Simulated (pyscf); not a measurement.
Optimised with ωB97X-D3(BJ)/def2-SVP in PySCF. Correlated levels are frozen-core, on RHF or UHF. ΔMP2 is the change of the MP2 total energy from the triple- to the quadruple-zeta basis.

Problem. For the elementary gas-phase step NH₃ + HN=Al–NH₂ → H₂N–Al(NH₂)–NH₂ (singlet surface; H–N broken, Al–N, H–N formed), what barrier and reaction energy does CCSD(T)/def2-TZVPP + ΔMP2(QZVPP) give, measured from the separated reactants?

Solution. ΔE‡ = -30.3 kcal/mol, ΔE = -88.7 kcal/mol. Zero-point energy shifts the barrier by +1.1 kcal/mol. It is an addition across a multiple bond or ene-type step, with an imaginary mode of 818i cm⁻¹. On the reactant side the descent ends in an adduct with a Al–N contact, 35.2 kcal/mol under the separated species and 3.3 kcal/mol under the saddle at ωB97X-D3(BJ)/def2-TZVP. At CCSD(T) the saddle lies under the separated reactants, which points to a path from their complex (located at ωB97X-D3(BJ) alone). What is counted as formed (Al–N) is already present as a longer contact in the reactant adduct; forming that adduct is a step of its own. One saddle was located; it need not be the lowest between these sides. The CCSD(T) − MP2 part came from Ansatz, without density fitting, on the same reference.
